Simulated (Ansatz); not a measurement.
# One shape, several levels: BH2F− (SMILES [BH2-]F)

We compute a comparison of 6 runs (UB2PLYP/STO-3G, UBLYP/STO-3G, UCAM-B3LYP/STO-3G, UCCSDT(Q)/STO-3G, UCCSDTQ/STO-3G, UCCSD(T)/STO-3G) of BH2F−. 

Program for the calculation: Ansatz 0.2.0.

1 further run of the same task is left out (it didn't finish).

**1. The structure to begin with**

The species is BH2F− (4 atoms), meant as a doublet with charge -1. SMILES: `[BH2-]F`. The H4–B1 distance was set to 1.863 Å, away from the relaxed value. At this shape a bond of the SMILES string is far longer than usual.

Bond lengths: B1–F2 1.499 Å, B1–H3 1.242 Å. Angles: F2–B1–H3 108.4°. A long bond or contact: B1–H4 1.863 Å.

**2. A single-point energy at UB2PLYP/STO-3G (run 1)**

The input, input.yaml:

```yaml
crystal:
  periodic: [false, false, false]
  atoms:
    - {symbol: B, position_ang: [-0.226889, 0.207616, 0.699327]}
    - {symbol: F, position_ang: [0.891361, -0.565634, 1.329907]}
    - {symbol: H, position_ang: [-1.280889, -0.430484, 0.853137]}
    - {symbol: H, position_ang: [0.194760, 0.498060, -1.091520]}
basis:
  gaussian:
    orbitals: STO-3G
total_charge: -1
magnetization:
  spin_polarized: true
  initial_magnetization: 1
hamiltonian:
  xc: {name: B2PLYP}
correlation:
  frozen_orbitals: {B: 1, F: 1, H: 0}
accuracy: high
```

Launch:

```sh
$ ansatz run input.yaml --threads 1 --pin off --max-ram 2610MiB --events-out events.jsonl --progress --plain --runs-dir runs
```

Log:

```text
Warning: RAYON_NUM_THREADS=1 ignored (pool sized by the plan → 1); use --threads N
Functional definition: B2PLYP
  name "B2PLYP"
  parameter a = 0.53
  parameter c = 0.27
  exchange = (1 - a)*b88_x + a*exact_x
  correlation = (1 - c)*lyp_c + c*(mp2_os + mp2_ss)
187 factors; integrals over basis functions are off by at most 4.1e-8 eV
mean field evaluation 1: about -3358.2366 eV, gradient 2.7e1 eV
mean field evaluation 2: about -3358.2497 eV, gradient 2.7e1 eV
mean field evaluation 4: about -3364.9271 eV, gradient 2.2e0 eV
mean field evaluation 8: about -3365.0303 eV, gradient 8.3e-2 eV
mean field evaluation 16: about -3365.0307 eV, gradient 8.9e-5 eV
mean field -3365.03072225 eV, -123.6625981429 hartree, gradient 4.0e-8 eV, S^2 0.751000; 0 other end points of the search recorded, 0 dependent functions left out
2 core orbitals not correlated: weight in the atoms' cores, before any rotation towards them, 1.000 or more for the frozen orbitals, at most 0.000 for the correlated occupied ones
reference -3365.03073634 eV, -123.6625986609 hartree; 7, 6 occupied and 3, 4 virtual orbitals, 187 factors
second order -2.28722591 eV of doubles, -0.00000000 eV of singles
Total energy: -3365.64828734 eV, -123.6852932414 hartree
```

Wall time 1 s (1 thread of AMD EPYC 7R43 (Zen 3), shared host); peak memory 0.12 GiB.

**3. The energy at UBLYP/STO-3G (run 2)**

The input, job.yaml:

```yaml
crystal:
  periodic: [false, false, false]
  atoms:
    - {symbol: B, position_ang: [-0.226889, 0.207616, 0.699327]}
    - {symbol: F, position_ang: [0.891361, -0.565634, 1.329907]}
    - {symbol: H, position_ang: [-1.280889, -0.430484, 0.853137]}
    - {symbol: H, position_ang: [0.194760, 0.498060, -1.091520]}
basis:
  gaussian:
    orbitals: STO-3G
total_charge: -1
magnetization:
  spin_polarized: true
  initial_magnetization: 1
hamiltonian:
  xc: {name: BLYP}
accuracy: high
```

Launch:

```sh
$ ansatz run job.yaml --threads 1 --pin off --max-ram 2610MiB --events-out events.jsonl --progress --plain --runs-dir runs
```

Log:

```text
Warning: RAYON_NUM_THREADS=1 ignored (pool sized by the plan → 1); use --threads N
Functional definition: BLYP
  name "BLYP"
  parameter beta = 0.0042
  parameter a = 0.04918
  parameter b = 0.132
  parameter c = 0.2533
  parameter d = 0.349
  exchange = b88_x(beta = beta)
  correlation = lyp_c(a = a, b = b, c = c, d = d)
187 factors; integrals over basis functions are off by at most 4.1e-8 eV
mean field evaluation 1: about -3303.1030 eV, gradient 1.1e2 eV
mean field evaluation 2: about -3334.5652 eV, gradient 3.5e1 eV
mean field evaluation 4: about -3302.6461 eV, gradient 1.0e2 eV
mean field evaluation 8: about -3351.0632 eV, gradient 3.5e1 eV
mean field evaluation 16: about -3369.2434 eV, gradient 2.5e-8 eV
mean field -3369.24343836 eV, -123.8174126046 hartree, gradient 2.4e-8 eV, S^2 0.750736; 0 other end points of the search recorded, 0 dependent functions left out
reference -3369.24346816 eV, -123.8174136996 hartree; 9, 8 occupied and 3, 4 virtual orbitals, 187 factors
Total energy: -3369.24346816 eV, -123.8174136996 hartree
```

Wall time 0.99 s (1 thread of AMD EPYC 7R43 (Zen 3), shared host); peak memory 0.12 GiB.

Runs 3 to 5 aren't shown in full; the table further down has their settings and results.

**4. The energy at UCCSD(T)/STO-3G (run 6)**

Changes to input.yaml since step 2:

```diff
@@ -14,6 +14,7 @@
   initial_magnetization: 1
-hamiltonian:
-  xc: {name: B2PLYP}
 correlation:
+  method: ccsd_t
   frozen_orbitals: {B: 1, F: 1, H: 0}
 accuracy: high
+scf:
+  omitted_lower_state_checks: [cluster_reference, increment]
```

Launch:

```sh
$ ansatz run input.yaml --threads 1 --pin off --max-ram 2610MiB --events-out events.jsonl --progress --plain --runs-dir runs
```

Log:

```text
Warning: RAYON_NUM_THREADS=1 ignored (pool sized by the plan → 1); use --threads N
[... 12 lines left out ...]
2 core orbitals not correlated: weight in the atoms' cores, before any rotation towards them, 1.000 or more for the frozen orbitals, at most 0.000 for the correlated occupied ones
[... 29 lines left out ...]
Total energy: -3356.46113443 eV, -123.3476715991 hartree
Checks for a lower state left out: cluster_reference, increment
```

Run time: 0.22 s. Hardware: 1 thread of AMD EPYC 7R43 (Zen 3), shared host.

**5. Overview of the runs**

```
run              level  frozen core orbitals  energy (Eh)   ⟨S²⟩  wall time
  1     UB2PLYP/STO-3G                     2  -123.685293  0.751        1 s
  2       UBLYP/STO-3G                     –  -123.817414  0.751     0.99 s
  3  UCAM-B3LYP/STO-3G                     –  -123.797215  0.751      1.2 s
  4   UCCSDT(Q)/STO-3G                     2  -123.348265  0.761     0.79 s
  5     UCCSDTQ/STO-3G                     2  -123.348205  0.761       31 s
  6    UCCSD(T)/STO-3G                     2  -123.347672  0.761     0.22 s
```

**6. Results**

| quantity | value |
| --- | --- |
| run 6: total energy | -123.34767 Eh |
| run 6: correlation energy (2 core orbitals frozen) | -84.6 mEh |
| run 6: (T) correction | -2.31 mEh |
| run 6: ⟨S²⟩ of the reference determinant | 0.761 |
| run 6: T1 diagnostic | 0.019 |

**Reading.** Totals of different functionals can't be ranked against each other. In runs 1, 2, 3, 4, 5, 6 the basis is minimal, so the values are rough. All runs together took 35 s, the longest 31 s.
